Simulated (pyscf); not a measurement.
Single points on ωB97X-D3(BJ)/def2-SVP structures (PySCF, gas phase).

Problem. ammonia (NH₃) + :HSi–Cl [singlet] + ammonia (NH₃) → H₂N–SiH₂–Cl + ammonia (NH₃)
Surface: singlet. Broken: H–N, H–N. Formed: N–Si, H–Si, H–N. Give ΔE‡ and ΔE from ωB97M-D3(BJ)/def2-TZVP, relative to the separated reactants.

Solution. ΔE‡ = -69.3 kJ/mol, ΔE = -252.4 kJ/mol. Zero-point energy shifts the barrier by +13.3 kJ/mol. It is a multi-bond step, with an imaginary mode of 765i cm⁻¹. On the reactant side the descent ends in an adduct with a N–Si contact, 176.1 kJ/mol under the separated species and 88.4 kJ/mol under the saddle at ωB97X-D3(BJ)/def2-TZVP. On the product side the descent ends in a complex (not fully relaxed), 25.9 kJ/mol under the separated species and 212.2 kJ/mol under the saddle at ωB97X-D3(BJ)/def2-TZVP. At ωB97M-D3(BJ) the saddle lies under the separated reactants, which points to a path from their complex (located at ωB97X-D3(BJ) alone). What is counted as formed (N–Si) is already present as a longer contact in the reactant adduct; forming that adduct is a step of its own. At ωB97X-D3(BJ)/def2-TZVP the barrier from the zero used here is -87.7 kJ/mol. This is the saddle that the search found; another between the same sides may lie lower.
